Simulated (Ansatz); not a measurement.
Geometry optimisation, RKS PBE0-D4/def2-SVP (Ansatz).

Input:

```yaml
crystal:
  periodic: [false, false, false]
  atoms:
    - { symbol: B, position_ang: [0.12273, 0.40924, -0.048348] }
    - { symbol: H, position_ang: [-0.249192, 0.426707, 1.093182] }
    - { symbol: H, position_ang: [1.261558, 0.706724, -0.30866] }
    - { symbol: H, position_ang: [-0.682079, 0.20318, -0.92839] }
    - { symbol: O, position_ang: [0.284851, -2.067438, 0.710051] }
    - { symbol: C, position_ang: [-0.63525, -2.924752, 0.083095] }
    - { symbol: H, position_ang: [-0.058929, -3.699363, -0.436485] }
    - { symbol: H, position_ang: [-1.297317, -3.426388, 0.806619] }
    - { symbol: H, position_ang: [-1.263561, -2.406336, -0.663393] }
    - { symbol: H, position_ang: [-0.200412, -1.429673, 1.281928] }
basis:
  gaussian: { orbitals: def2-SVP }
hamiltonian:
  xc: pbe0
  dispersion: d4
relax:
  f_tol: 0.03
  max_steps: 50
```

Command:

```bash
$ ansatz run input.yaml --threads 1 --pin off --max-ram 2048MiB --backend cpu --events-out ev --progress --plain --runs-dir out
```

Q: Where does it end, and by what steps?

A: It converged. After 10 steps the energy has fallen by 0.815 eV; H3 moved furthest, 1.12 Å. Joined: B1–O5 (2.60 → 1.64 Å).

```json
{"step": "0", "energy less start (eV)": "0.0000", "largest force component (eV/Å)": "1.015", "accepted": "yes"}
{"step": "1", "energy less start (eV)": "-0.1823", "largest force component (eV/Å)": "1.043", "accepted": "yes"}
{"step": "2", "energy less start (eV)": "-0.3887", "largest force component (eV/Å)": "1.219", "accepted": "yes"}
{"step": "3", "energy less start (eV)": "-0.5709", "largest force component (eV/Å)": "1.080", "accepted": "yes"}
{"step": "4", "energy less start (eV)": "-0.6799", "largest force component (eV/Å)": "0.474", "accepted": "yes"}
{"step": "5", "energy less start (eV)": "-0.7485", "largest force component (eV/Å)": "0.125", "accepted": "yes"}
{"step": "6", "energy less start (eV)": "-0.7610", "largest force component (eV/Å)": "0.528", "accepted": "yes"}
{"step": "7", "energy less start (eV)": "-0.7932", "largest force component (eV/Å)": "0.456", "accepted": "yes"}
{"step": "8", "energy less start (eV)": "-0.8105", "largest force component (eV/Å)": "0.237", "accepted": "yes"}
{"step": "9", "energy less start (eV)": "-0.8135", "largest force component (eV/Å)": "0.173", "accepted": "yes"}
{"step": "10", "energy less start (eV)": "-0.8153", "largest force component (eV/Å)": "0.019", "accepted": "yes"}
```

```xyz
10
Properties=species:S:1:pos:R:3
B 0.112 -0.134 0.042
H 0.222 0.666 0.956
H 1.143 -0.374 -0.562
H -0.869 0.035 -0.671
O -0.199 -1.536 0.842
C -0.512 -2.666 0.033
H 0.347 -2.817 -0.631
H -0.647 -3.547 0.675
H -1.410 -2.475 -0.573
H -0.904 -1.360 1.478
```

Whether the end is a true minimum wasn't checked by a vibrational analysis.

Time of the run: 31 s on 1 thread of Arm Neoverse V1, with other jobs on the host, peak memory 0.14 GiB.
